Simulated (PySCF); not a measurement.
PySCF input (MN15/def2-TZVPD):

```python
from pyscf import gto, scf, dft

mol = gto.M(
    atom='''
    C    -0.00031565   -0.01876434    0.11346103
    C    -0.00366586   -0.21792541    1.31771454
    C     0.00342830    0.20380299   -1.23232147
    H    -0.00658048   -0.39119133    2.36538959
    H     0.93286994    0.33015230   -1.77073907
    H    -0.92297020    0.25835959   -1.78777517
    ''',
    basis='def2-tzvpd',
    charge=0,
    spin=1,
    verbose=4,
)

mf = dft.UKS(mol, xc='mn15').density_fit(auxbasis='def2-universal-jkfit')
mf.grids.level = 4
mf.conv_tol = 1e-9
mf.max_cycle = 100
mf.max_memory = 1500
mf.kernel()
if not mf.converged:
    mf = mf.newton()
    mf.kernel(mf.make_rdm1())
for _ in range(2):
    mo, _, stable, _ = mf.stability(return_status=True)
    if stable:
        break
    mf.kernel(mf.make_rdm1(mo, mf.mo_occ))
mf.analyze()
```

End of the output:

```
Extra cycle  E= -115.892068024694  delta_E= -1.44e-11  |g|= 2.62e-06  |ddm|= 1.1e-05
converged SCF energy = -115.892068024694  <S^2> = 0.77682522  2S+1 = 2.0266477
uhf_internal: lowest eigs of H = [0.22550924 0.25209071 0.30491007]
<class 'pyscf.df.df_jk.DFUKS'> wavefunction is stable in the internal stability analysis
**** SCF Summaries ****
Total Energy =                        -115.892068024694453
Nuclear Repulsion Energy =              53.516707932955264
One-electron Energy =                 -260.409369196458840
Two-electron Energy =                   91.000593238809117
Two-electron Coulomb Energy =          108.124766104770956
DFT Exchange-Correlation Energy =      -17.124172865961842
HOMO-LUMO gap [eV] =                     4.854320788882537
**** MO energy ****
                             alpha | beta                alpha | beta
MO #1   energy= -10.0727749732216  | -10.0675597366     occ= 1 | 1
MO #2   energy= -10.0582969040993  | -10.0603840546261  occ= 1 | 1
MO #3   energy= -10.0542875202149  | -10.0505282475105  occ= 1 | 1
MO #4   energy= -0.838206548735428 | -0.824377672352792 occ= 1 | 1
MO #5   energy= -0.749851771656957 | -0.722668578548529 occ= 1 | 1
MO #6   energy= -0.584899163303579 | -0.572705405077443 occ= 1 | 1
MO #7   energy= -0.521075309447753 | -0.511127431469735 occ= 1 | 1
MO #8   energy= -0.499581516020313 | -0.489835847751303 occ= 1 | 1
MO #9   energy= -0.388116640582329 | -0.353128055013524 occ= 1 | 1
MO #10  energy= -0.324509798944415 | -0.318829368208647 occ= 1 | 1
MO #11  energy= -0.249420315036801 | -0.0710273149406397 occ= 1 | 0
MO #12  energy= 0.053389684218861  | 0.0517334496594232 occ= 0 | 0
MO #13  energy= 0.0536652939986265 | 0.0583342084343949 occ= 0 | 0
MO #14  energy= 0.0807708530919862 | 0.0851938968044312 occ= 0 | 0
MO #15  energy= 0.0952595093844652 | 0.105733259155461  occ= 0 | 0
MO #16  energy= 0.105713397687829  | 0.118888474654707  occ= 0 | 0
MO #17  energy= 0.140746924461481  | 0.141962424999175  occ= 0 | 0
MO #18  energy= 0.157412500621149  | 0.162476906292313  occ= 0 | 0
MO #19  energy= 0.178062516423649  | 0.185655961394693  occ= 0 | 0
MO #20  energy= 0.184327793102647  | 0.197137166116932  occ= 0 | 0
MO #21  energy= 0.19427188660486   | 0.20508659549035   occ= 0 | 0
MO #22  energy= 0.19802762822242   | 0.210087654898392  occ= 0 | 0
MO #23  energy= 0.216309346434198  | 0.237957031106511  occ= 0 | 0
MO #24  energy= 0.237515910909922  | 0.239815386730147  occ= 0 | 0
MO #25  energy= 0.251788758554891  | 0.256413475568925  occ= 0 | 0
MO #26  energy= 0.255317249256676  | 0.259504403333877  occ= 0 | 0
MO #27  energy= 0.269204457059757  | 0.272180339500978  occ= 0 | 0
MO #28  energy= 0.274506528306347  | 0.279646035547581  occ= 0 | 0
MO #29  energy= 0.294739915684069  | 0.302340597802774  occ= 0 | 0
MO #30  energy= 0.300252457730952  | 0.306441504630442  occ= 0 | 0
MO #31  energy= 0.313320006248149  | 0.315484567701181  occ= 0 | 0
MO #32  energy= 0.328837751474214  | 0.328588095138015  occ= 0 | 0
MO #33  energy= 0.349961559109491  | 0.352379641421691  occ= 0 | 0
MO #34  energy= 0.35681518192071   | 0.361294098191761  occ= 0 | 0
MO #35  energy= 0.367545238190557  | 0.368366205037405  occ= 0 | 0
MO #36  energy= 0.370623679231741  | 0.376770591883138  occ= 0 | 0
MO #37  energy= 0.399524703119823  | 0.40309223298099   occ= 0 | 0
MO #38  energy= 0.402545271840626  | 0.404755313664105  occ= 0 | 0
MO #39  energy= 0.405778237712506  | 0.416445608296559  occ= 0 | 0
MO #40  energy= 0.417277010968946  | 0.420254951204536  occ= 0 | 0
MO #41  energy= 0.425613511174051  | 0.436201469287419  occ= 0 | 0
MO #42  energy= 0.493781266070621  | 0.499713380992717  occ= 0 | 0
MO #43  energy= 0.501857018790854  | 0.500569326061096  occ= 0 | 0
MO #44  energy= 0.513374665260461  | 0.522646951254601  occ= 0 | 0
MO #45  energy= 0.532202948386801  | 0.544805894966126  occ= 0 | 0
MO #46  energy= 0.558463893115383  | 0.561500181626195  occ= 0 | 0
MO #47  energy= 0.560546426473547  | 0.587779260916359  occ= 0 | 0
MO #48  energy= 0.59996120240411   | 0.600361817703862  occ= 0 | 0
MO #49  energy= 0.636889074661781  | 0.640096106942988  occ= 0 | 0
MO #50  energy= 0.637001126554355  | 0.642289417797074  occ= 0 | 0
MO #51  energy= 0.674655291332782  | 0.678788745374565  occ= 0 | 0
MO #52  energy= 0.690366880056395  | 0.695691688083892  occ= 0 | 0
MO #53  energy= 0.696555232786029  | 0.699394193215291  occ= 0 | 0
MO #54  energy= 0.747336929843341  | 0.733515703031024  occ= 0 | 0
MO #55  energy= 0.752019971608607  | 0.74702242480429   occ= 0 | 0
MO #56  energy= 0.759492434658422  | 0.753096702894584  occ= 0 | 0
MO #57  energy= 0.763629971232011  | 0.760830849570364  occ= 0 | 0
MO #58  energy= 0.773898856923558  | 0.78671268739749   occ= 0 | 0
MO #59  energy= 0.806583517934268  | 0.809780539621183  occ= 0 | 0
MO #60  energy= 0.838140808200247  | 0.847621188024824  occ= 0 | 0
MO #61  energy= 0.904036566841537  | 0.935467219831512  occ= 0 | 0
MO #62  energy= 0.953636673927008  | 0.975643205794572  occ= 0 | 0
MO #63  energy= 0.983462576958306  | 1.00067181139737   occ= 0 | 0
MO #64  energy= 1.01000424492315   | 1.01903462226607   occ= 0 | 0
MO #65  energy= 1.01744941634215   | 1.02027646909637   occ= 0 | 0
MO #66  energy= 1.06767984819595   | 1.09728827861412   occ= 0 | 0
MO #67  energy= 1.12526249234192   | 1.13193454456146   occ= 0 | 0
MO #68  energy= 1.16237186050426   | 1.16373158511425   occ= 0 | 0
MO #69  energy= 1.20370963347375   | 1.21505884983742   occ= 0 | 0
MO #70  energy= 1.32152830815431   | 1.34470657796431   occ= 0 | 0
MO #71  energy= 1.46161015052644   | 1.44938622557438   occ= 0 | 0
MO #72  energy= 1.46176165603932   | 1.46790524312522   occ= 0 | 0
MO #73  energy= 1.47076233219096   | 1.5129106911668    occ= 0 | 0
MO #74  energy= 1.51483168994664   | 1.53950277231256   occ= 0 | 0
MO #75  energy= 1.62715712361018   | 1.63294959531427   occ= 0 | 0
MO #76  energy= 1.67171145291702   | 1.67532323272281   occ= 0 | 0
MO #77  energy= 1.77183413232141   | 1.80075537482013   occ= 0 | 0
MO #78  energy= 1.80210268266291   | 1.81239593288281   occ= 0 | 0
MO #79  energy= 1.81979396204658   | 1.81752610836766   occ= 0 | 0
MO #80  energy= 1.8249233963047    | 1.82453988537161   occ= 0 | 0
MO #81  energy= 1.85166299964821   | 1.86810388552475   occ= 0 | 0
MO #82  energy= 1.86696800259925   | 1.8741876151192    occ= 0 | 0
MO #83  energy= 1.88426153688095   | 1.88607245720275   occ= 0 | 0
MO #84  energy= 1.88644841933592   | 1.93667989061271   occ= 0 | 0
MO #85  energy= 1.9559371926367    | 1.95962306306655   occ= 0 | 0
MO #86  energy= 1.96484569896303   | 1.96014289346641   occ= 0 | 0
MO #87  energy= 2.16816376544669   | 2.14476173239839   occ= 0 | 0
MO #88  energy= 2.16909258686042   | 2.16159761337618   occ= 0 | 0
MO #89  energy= 2.31486221657487   | 2.31491774042876   occ= 0 | 0
MO #90  energy= 2.34307554578885   | 2.35534444069065   occ= 0 | 0
MO #91  energy= 2.37861934361325   | 2.38614280175125   occ= 0 | 0
MO #92  energy= 2.45667507147538   | 2.46897247750083   occ= 0 | 0
MO #93  energy= 2.46680843940075   | 2.47776175780877   occ= 0 | 0
MO #94  energy= 2.53255186682637   | 2.52848453993104   occ= 0 | 0
MO #95  energy= 2.56552100433265   | 2.56153138317901   occ= 0 | 0
MO #96  energy= 2.58230839321488   | 2.58034500463539   occ= 0 | 0
MO #97  energy= 2.62943126010095   | 2.63492571004839   occ= 0 | 0
MO #98  energy= 2.65559784216126   | 2.65398546791783   occ= 0 | 0
MO #99  energy= 2.68783078600237   | 2.681013320144     occ= 0 | 0
MO #100 energy= 2.73484083336319   | 2.74000686974896   occ= 0 | 0
MO #101 energy= 2.78876973058069   | 2.82904494602219   occ= 0 | 0
MO #102 energy= 2.81360275342735   | 2.85018016284119   occ= 0 | 0
MO #103 energy= 2.83948899345528   | 2.86017204195895   occ= 0 | 0
MO #104 energy= 2.87213292949354   | 2.88819223611732   occ= 0 | 0
[...]
```

It need not be the lowest isomer of its formula.
